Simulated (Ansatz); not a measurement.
Reaction (SMILES): [CH3] (CH3) -> [CH3-] (an electron is taken up)
Geometries: B3LYP-D3(BJ)/def2-TZVP minima from Ansatz (an electronic-structure program).
Geometry of the first species:
```xyz
4

C      0.0000     0.0000     0.0000
H      0.0036     1.0786    -0.0270
H      0.9326    -0.5425     0.0110
H     -0.9362    -0.5361     0.0160
```
Charge 0, spin multiplicity 2.

Wanted: adiabatic electron affinity (electronic energy difference), positive where the reaction releases energy, in eV. Cores are frozen in the correlated levels unless marked. UHF or UKS for open shells. No spin-orbit coupling. Non-relativistic. Anions need diffuse functions: aug- sets have them; def2-D sets add few; the other sets have none. CBS marks a two-point X^-3 extrapolation of the correlation energy; Hartree-Fock from the larger set.

| level | program | adiabatic electron affinity (eV) |
|---|---|---|
| revPBE/def2-TZVPD | Ansatz | -0.17 |
| B3LYP-D3(BJ)/def2-TZVPD | Ansatz + dftd3 | -0.11 |
| B3LYP-D4/def2-TZVPD | Ansatz + dftd4 | -0.08 |
| PBE0/def2-QZVPP | Ansatz | ? |
| BHLYP-D4/def2-TZVPD | Ansatz + dftd4 | -0.44 |
| B2GP-PLYP-D3(BJ)/def2-TZVPD | Ansatz + dftd3 | ? |
| PBE-QIDH/def2-TZVPD | Ansatz | ? |
| SCS-MP2/6-31G* | Ansatz | -1.80 |
| SCS-MP2/def2-TZVPP | Ansatz | -0.42 |
| SCS-MP2/def2-QZVPPD | Ansatz | -0.11 |
| CCSD(T)/CBS(aug-cc-pVTZ,aug-cc-pVQZ) | Ansatz | 0.01 |

### Question
Some entries are withheld; supply them.

### Answer

- PBE0/def2-QZVPP, adiabatic electron affinity (eV): -0.27
- B2GP-PLYP-D3(BJ)/def2-TZVPD, adiabatic electron affinity (eV): -0.25
- PBE-QIDH/def2-TZVPD, adiabatic electron affinity (eV): -0.30
